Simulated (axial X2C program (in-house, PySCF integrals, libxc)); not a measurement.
## Photoelectron levels of N₂ by EOM-IP-CCSD

Computed with an axial X2C code built on PySCF integrals: two-component X2C with atomic mean-field Coulomb and Gaunt terms, Gaussian nuclei, basis N dyall-av3z with contracted cores.

R = 1.254 Å (1.150 times 1.090 Å, the PBE0 minimum at charge 0 for the lowest determinant).

Vertical ionisation energies of N₂ to the states of N₂⁺:

```csv
Ω of N₂⁺,vertical IE (eV),above lowest (cm⁻¹),ionised spinor,one-hole weight
1/2,15.368,0,"70% N pσ, 24% N sσ",0.93
3/2,16.081,5752,90% N pπ,0.96
1/2,16.089,5818,90% N pπ,0.96
1/2,19.562,33826,"48% N sσ, 42% N pσ",0.84
```

Task: What is the splitting of the first π pair in the table, and is it regular or inverted?

Result: E(3/2) − E(1/2) = 5752 − 5818 = -66 cm⁻¹ at EOM-IP-CCSD: inverted, Ω = 3/2 lower. Splittings at this level can be off by ten to twenty per cent.

This point took 10 s on 1 thread of Arm Neoverse N1, on a shared host.

Reference electrons by ω block (each with its −ω partner): 1/2: 6, 3/2: 1. 10 electrons of N₂ correlated (inner shells frozen), 94 natural virtual spinors (a truncated set); levels can be off by some tenths of an eV. Roots sought by Ω: (1/2: 4, 3/2: 3, 5/2: 1); rows need 60 % one-particle weight and stop where some Ω has no more roots. Missing are any skipped roots, higher Ω and states of a further excitation; these come out far too high here and may in truth be low or lowest. T1 of the reference 0.017 (Lee–Taylor). Number of frozen shells: N 1 s. g and u states are not told apart.
